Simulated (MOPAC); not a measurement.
MOPAC input (AM1):

```
AM1 1SCF UHF MS=0.5 GEO-OK AUX(PRECISION=9) THREADS=1
BF2

B    -0.00269306 1    0.50230670 1   -0.01136945 1
F     1.14286566 1   -0.13323795 1    0.01059612 1
F    -1.14136952 1   -0.14582133 1   -0.00427976 1
```

Problem. What heat of formation does the run end on, and which ionisation energy by Koopmans theorem?

Solution. -139.73 kcal/mol; 10.36 eV.
